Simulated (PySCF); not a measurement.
C5H7F.
SMILES with atom numbers: `[CH2:1]=[CH:2]/[CH:3]=[C:4](\[CH3:5])[F:6]` (hydrogens: H7, H8 on C1; H9 on C2; H10 on C3; H11, H12, H13 on C5)

The same species was optimised twice, with GFN2-xTB and with PBE0-D3(BJ)/def2-SVP (PySCF), and the same property calculations (PySCF, gas phase) were run on both structures.

| coordinate | GFN2-xTB | PBE0-D3(BJ)/def2-SVP | change |
| --- | --- | --- | --- |
| C4–F6 (Å) | 1.360 | 1.340 | -0.020 |
| C1=C2 (Å) | 1.329 | 1.341 | +0.012 |
| C3=C4 (Å) | 1.333 | 1.342 | +0.009 |
| C2–C3 (Å) | 1.443 | 1.449 | +0.006 |
| C4–C5 (Å) | 1.487 | 1.483 | -0.004 |
| C1–C2–C3 (°) | 122.9 | 124.1 | +1.2 |
| C3–C4–C5 (°) | 130.7 | 129.9 | -0.8 |
| C3–C4–F6 (°) | 117.5 | 118.2 | +0.7 |
| C5–C4–F6 (°) | 111.8 | 111.9 | +0.1 |
| C2–C3–C4 (°) | 125.9 | 125.9 | 0.0 |
| C1–C2–C3–C4 (°) | 180 | 180 | 0 |

Rotational constants: A = 8342, B = 1945, C = 1593 MHz (GFN2-xTB) against A = 8411, B = 1926, C = 1582 MHz (PBE0-D3(BJ)/def2-SVP). Atoms that the bonding makes alike are paired by their places after alignment.

On the GFN2-xTB structure: lowest singlet, TDDFT (eV) 5.73 [PBE0/def2-SVPD]; lowest triplet, Tamm–Dancoff (eV) 3.14 [PBE0/def2-SVPD]; isotropic polarisability (au) 68.2 [PBE0/def2-SVPD]; HOMO (eV) -6.54 [PBE0/def2-SVPD]; LUMO (eV) -0.70 [PBE0/def2-SVPD]; dipole (D) 1.55 [PBE0/def2-SVPD]; HOMO (eV) -6.49 [PBE0/pcSseg-1]; LUMO (eV) -0.63 [PBE0/pcSseg-1]; dipole (D) 1.55 [PBE0/pcSseg-1]; GIAO shielding of C1 (ppm) 64.8 [PBE0/pcSseg-1]; GIAO shielding of C2 (ppm) 48.8 [PBE0/pcSseg-1]; GIAO shielding of C3 (ppm) 69.7 [PBE0/pcSseg-1]; GIAO shielding of C4 (ppm) 15.2 [PBE0/pcSseg-1]; GIAO shielding of C5 (ppm) 170.2 [PBE0/pcSseg-1]; GIAO shielding of F6 (ppm) 261.2 [PBE0/pcSseg-1].

Problem. What do these properties become on the PBE0-D3(BJ)/def2-SVP structure?

Solution. 
| property | level | on GFN2-xTB | on PBE0-D3(BJ)/def2-SVP | change |
| --- | --- | --- | --- | --- |
| lowest singlet, TDDFT (eV) | PBE0/def2-SVPD | 5.73 | 5.64 | -0.09 |
| lowest triplet, Tamm–Dancoff (eV) | PBE0/def2-SVPD | 3.14 | 3.05 | -0.09 |
| isotropic polarisability (au) | PBE0/def2-SVPD | 68.2 | 69.5 | +1.3 |
| HOMO (eV) | PBE0/def2-SVPD | -6.54 | -6.48 | +0.06 |
| LUMO (eV) | PBE0/def2-SVPD | -0.70 | -0.74 | -0.04 |
| dipole (D) | PBE0/def2-SVPD | 1.55 | 1.44 | -0.11 |
| energy, GFN2-xTB geometry as zero (kcal/mol) | PBE0/def2-SVPD | 0.0 | -0.8 | -0.8 |
| HOMO (eV) | PBE0/pcSseg-1 | -6.49 | -6.44 | +0.05 |
| LUMO (eV) | PBE0/pcSseg-1 | -0.63 | -0.67 | -0.04 |
| dipole (D) | PBE0/pcSseg-1 | 1.55 | 1.45 | -0.10 |
| energy, GFN2-xTB geometry as zero (kcal/mol) | PBE0/pcSseg-1 | 0.0 | -0.3 | -0.3 |
| GIAO shielding of C1 (ppm) | PBE0/pcSseg-1 | 64.8 | 62.3 | -2.5 |
| GIAO shielding of C2 (ppm) | PBE0/pcSseg-1 | 48.8 | 46.2 | -2.6 |
| GIAO shielding of C3 (ppm) | PBE0/pcSseg-1 | 69.7 | 69.2 | -0.5 |
| GIAO shielding of C4 (ppm) | PBE0/pcSseg-1 | 15.2 | 15.6 | +0.4 |
| GIAO shielding of C5 (ppm) | PBE0/pcSseg-1 | 170.2 | 168.7 | -1.5 |
| GIAO shielding of F6 (ppm) | PBE0/pcSseg-1 | 261.2 | 263.3 | +2.1 |

The heavy atoms differ by 0.016 Å rms after alignment. Among bonds between heavy atoms C4–F6 changes most (-0.020 Å). Changes are differences of the printed values. Neither structure is proved a minimum here.

Conformer computed: `[CH2:1]=[CH:2]/[CH:3]=[C:4](\[CH3:5])[F:6]`: C1–C2–C3–C4 180°.
